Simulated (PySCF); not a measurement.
# 1,3,5-triazine: calculation and literature

Cartesian coordinates in Å; atom numbers follow the order of the lines, from 1:
```xyz
9

C     1.1546   -0.5396   -0.1970
N     0.0994   -1.3361   -0.1733
C    -1.0588   -0.7271   -0.3635
N    -1.2140    0.5700   -0.5684
C    -0.0913    1.2685   -0.5718
N     1.1190    0.7681   -0.3900
H     2.1258   -0.9943   -0.0452
H    -1.9518   -1.3396   -0.3492
H    -0.1695    2.3361   -0.7357
```

The experiment to reproduce: δ 15N N2/N4/N6 -95.4 ppm (measured; solution, cyclohexane; M. Witanowski et al., J. Magn. Reson. 124 (1997) 127). Coupling constants: 1J(C1,H7) 207.2 Hz, 1J(C1,H7) 207.5 Hz, 3J(C1,H8) 8.0 Hz.

- B3LYP/pcJ-1 coupling constants
- σ from GIAO-PBE0/pcSseg-1
- coordinates at the GFN2-xTB level
- code: PySCF 2.14.0 with density-fitted response routines
- no solvent, rapidly exchanging positions averaged, relativity neglected, single conformer

How close does the calculation come?

Results:


Reference values: measured (solution, cyclohexane; M. Witanowski et al., J. Magn. Reson. 124 (1997) 127).
| atoms | quantity | reference | computed | computed, scaled |
| --- | --- | --- | --- | --- |
| N2/N4/N6 | δ 15N vs neat liquid CH3NO2 | -95.4 | – | -98.8 |

Computed shifts are σ(ref) − σ with the named reference compound (TMS for H and C) calculated as an isolated molecule at the same level. The measured values may be among those fitted. Shieldings were converted by a linear fit to measured shifts: 15N (scatter 6.3 ppm rms vs CH3NO2, solution or neat liquid). Occasional misses reach two or three times the rms, and more in compound classes unlike the fitted ones.

Coupling constants in Hz (some tables give magnitudes without signs):
```tsv
coupling	reference	computed	source
1J(C1,H7)	207.2	212.8	measured; liquid or solution (compiled); Buevich, Sauri, Parella, De Tommasi, Bifulco, Williamson, Martin, Chem. Commun. 2019 (ESI)
1J(C1,H7)	207.5	212.8	measured; liquid or solution; F. J. Weigert, PhD thesis, Caltech 1968 (Carbon-13 magnetic resonance spectroscopy)
3J(C1,H8)	8.0	8.6	measured; liquid or solution; F. J. Weigert, PhD thesis, Caltech 1968 (Carbon-13 magnetic resonance spectroscopy)
```
